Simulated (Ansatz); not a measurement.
Geometry optimisation, RKS LDA/6-31G* in Ansatz 0.2.0.

Input:

```yaml
crystal:
  periodic: [false, false, false]
  atoms:
    - { symbol: B, position_ang: [0.179714, 0.0, 0.267448] }
    - { symbol: H, position_ang: [0.008965, 0.0, 1.446355] }
    - { symbol: Cl, position_ang: [1.895248, 0.0, -0.306897] }
    - { symbol: Cl, position_ang: [-1.127927, 0.0, -0.854906] }
basis:
  gaussian: { orbitals: "6-31G*" }
hamiltonian:
  xc: lda
relax:
  f_tol: 0.03
  max_steps: 50
```

Command:

```bash
$ ansatz run input.yaml --threads 1 --pin off --max-ram 2048MiB --backend cpu --events-out ev --progress --plain --runs-dir out
```

**Question.** Where does it end, and by what steps?

**Answer.** It converged. After 3 steps the energy has fallen by 0.059 eV; Cl3 moved furthest, 0.04 Å.

```tsv
step	energy less start (eV)	largest force component (eV/Å)	accepted
0	0.0000	1.488	yes
1	-0.0394	0.984	yes
2	-0.0574	0.223	yes
3	-0.0593	0.030	yes
```

```xyz
4
Properties=species:S:1:pos:R:3
B 0.216 0.000 0.262
H 0.000 0.000 1.443
Cl 1.856 0.000 -0.304
Cl -1.116 0.000 -0.849
```

Whether the end is a true minimum wasn't checked by a vibrational analysis.

Time of the run: 7.6 s on 1 thread of Intel(R) Xeon(R) Processor @ 2.50GHz (Skylake/Cascade Lake) (shared host), peak memory 0.11 GiB.
